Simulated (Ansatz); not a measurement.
```yaml
crystal:
  periodic: [false, false, false]
  atoms:
    - {symbol: N, position_ang: [-0.903077, 0.166140, -0.524531]}
    - {symbol: Si, position_ang: [0.574296, -0.050324, 0.243937]}
    - {symbol: O, position_ang: [0.885023, -1.325922, 1.233970]}
    - {symbol: H, position_ang: [-1.059693, -0.299287, -1.412237]}
    - {symbol: H, position_ang: [-1.755540, 0.356888, -0.096623]}
    - {symbol: H, position_ang: [0.703639, 1.116227, 1.255261]}
    - {symbol: H, position_ang: [1.618982, -0.006151, -0.777838]}
basis:
  gaussian: {orbitals: 6-31G, fitting: {mean_field: cc-pVTZ-jkfit}}
total_charge: 1
hamiltonian: {xc: {name: r2SCAN50}}
output: {forces: true}
```

```sh
$ ansatz run in.yaml --threads 2 --pin off --events-out ev --progress --plain --max-ram 31744MiB --backend cpu
```

Shortened log:

```
Functional definition: r2SCAN50
399 factors; integrals over basis functions are off by at most 3.7e-3 eV
mean field evaluation 1: about -11435.8909 eV, gradient 9.4e1 eV
mean field evaluation 2: about -11358.4504 eV, gradient 1.8e2 eV
mean field evaluation 4: about -11452.9433 eV, gradient 5.3e1 eV
mean field evaluation 8: about -11459.3194 eV, gradient 1.4e0 eV
mean field evaluation 16: about -11459.3296 eV, gradient 2.5e-2 eV
mean field -11459.32963518 eV, -421.1225966802 hartree, gradient 6.8e-5 eV, S^2 0.000000; 2 other end points of the search recorded, 0 dependent functions left out
reference -11459.32964000 eV, -421.1225968573 hartree; 16, 16 occupied and 23, 23 virtual orbitals, 399 factors
Total energy: -11459.32964000 eV, -421.1225968573 hartree
Atom 0 at    -0.903077     0.166140    -0.524531 Å, force    -0.234615    -1.523693    -1.233602 eV/Å
Atom 1 at     0.574296    -0.050324     0.243937 Å, force     0.380335     2.395266    -1.649174 eV/Å
Atom 2 at     0.885023    -1.325922     1.233970 Å, force     0.376323    -1.692277     2.054307 eV/Å
Atom 3 at    -1.059693    -0.299287    -1.412237 Å, force     0.020740     0.841266    -0.276059 eV/Å
Atom 4 at    -1.755540     0.356888    -0.096623 Å, force    -1.580912     0.443553     1.025155 eV/Å
Atom 5 at     0.703639     1.116227     1.255261 Å, force     0.208417    -0.292439     0.203707 eV/Å
Atom 6 at     1.618982    -0.006151    -0.777838 Å, force     0.829712    -0.171676    -0.124334 eV/Å
Dipole moment:    -0.194672     0.381535    -0.319431 e Å
```

Hardware: 2 threads of a server CPU on a shared host. Wall time 1.2 s, peak host memory 0.38 GiB.
